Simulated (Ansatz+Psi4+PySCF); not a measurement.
The numbers below are computed, except where a source is named.
## PySCF 2.14.0 run

```python
from pyscf import gto, scf, mp

mol = gto.M(atom="""
Li 0.000000 0.000000 -1.174970
F 0.000000 0.000000 1.174970
""", basis={'F': 'cc-pvtz', 'Li': 'cc-pcvtz'}, charge=0, spin=0)
mf = scf.RHF(mol)
mf.kernel()
pt = mp.MP2(mf, frozen=1).run()
print(mf.e_tot, pt.e_corr, pt.e_tot)
```

The script is written out from the run's settings.

The run gave:

| Item | Value |
| --- | --- |
| Converged | yes |
| Reference energy | -106.91407 hartree |
| Correlation energy | -0.32041 hartree |
| Total energy | -107.23448 hartree |
| Spin squared of the determinant | 0.000 |
